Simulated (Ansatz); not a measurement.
C$_{3}$H$_{3}$FO (`OCC#CF`), relaxed with RKS PBE0-D4/def2-TZVP in Ansatz 0.2.0 from a PBE-D4/def2-SVP geometry. The force threshold is 0.005 eV/Å; the program also tests the step.

Charge 0, multiplicity 1.

Start:

```xyz
8

O    -1.023   -0.249   -1.394
C    -0.764   -0.424   -0.012
C     0.570    0.026    0.412
C     1.664    0.473    0.715
F     2.826    0.909    1.053
H    -0.876    0.695   -1.591
H    -1.529    0.081    0.631
H    -0.868   -1.512    0.188
```

(1) By how much does the energy fall, and how many steps does the optimiser take? (Estimate.)

(2) Which bonds change most? (An estimate is asked.)

(3) Give the relaxed structure. (An estimate is asked.)

## Answers

(1) The calculation gave: 0.06 eV, in 8 steps.

(2) Ansatz gave: C3–C4 from 1.220 to 1.195 Å; C2–H7 from 1.120 to 1.098 Å; C2–H8 from 1.111 to 1.092 Å; O1–H6 from 0.975 to 0.961 Å.

(3) The calculation gave: 
```xyz
8

O    -1.028   -0.239   -1.373
C    -0.759   -0.420   -0.001
C     0.565    0.047    0.401
C     1.643    0.460    0.711
F     2.795    0.890    1.044
H    -0.861    0.682   -1.591
H    -1.516    0.074    0.624
H    -0.840   -1.494    0.184
```
